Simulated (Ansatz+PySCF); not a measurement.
Results of a calculation; reference values are marked as such.
## PySCF 2.14.0 run

```python
from pyscf import gto, scf, mp

mol = gto.M(atom="""
C 0.000000 0.000000 0.000000
F 0.759610 0.759610 0.759610
F 0.759610 -0.759610 -0.759610
F -0.759610 0.759610 -0.759610
F -0.759610 -0.759610 0.759610
""", basis='def2-svp', charge=0, spin=0)
mf = scf.UHF(mol)
mf.kernel()
pt = mp.MP2(mf, frozen=5).run()
print(mf.e_tot, pt.e_corr, pt.e_tot)
```

The script is written out from the run's settings.

Results

* Converged: yes
* Reference energy: -435.29504 hartree
* Correlation energy: -0.85945 hartree
* Total energy: -436.15449 hartree
